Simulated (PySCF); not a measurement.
Dissociation curve of OH, doublet.

Computed with: UKS-PBE0 = unrestricted PBE0/6-31G (PySCF); ROHF/6-31G (PySCF); UCCSD(T) = CCSD(T) on UHF/6-31G, 1 core orbital frozen in PySCF.

Energies relative to the lowest point of each curve near equilibrium, in kcal/mol:

```tsv
R / Å	UKS-PBE0	ROHF
0.77	43.7	37.9
0.92	3.0	1.4
0.95	0.9	0.2
0.97	0.2	0.0
1.03	0.6	2.1
1.06	2.0	4.2
1.45	43.4	55.6
1.62	61.0	79.7
2.16	84.9	143.2
2.37	87.8	162.1
2.64	89.7	182.1
3.42	91.2	219.4
```

Question: What does UCCSD(T) give at the same points?

Answer: 0.77: 44.8; 0.92: 3.4; 0.95: 1.2; 0.97: 0.4; 1.03: 0.5; 1.06: 1.6; 1.45: 36.7; 1.62: 51.0; 2.16: 74.5; 2.37: 77.1; 2.64: 78.3; 3.42: 78.7 (kcal/mol).

The unrestricted determinant behind UKS-PBE0 is spin-contaminated at 1.62 to 3.87 Å (<S²> up to 1.8, against 0.75 for a pure doublet). The unrestricted determinant behind UCCSD(T) is spin-contaminated at 1.31 to 3.87 Å (<S²> up to 1.8, against 0.75 for a pure doublet).
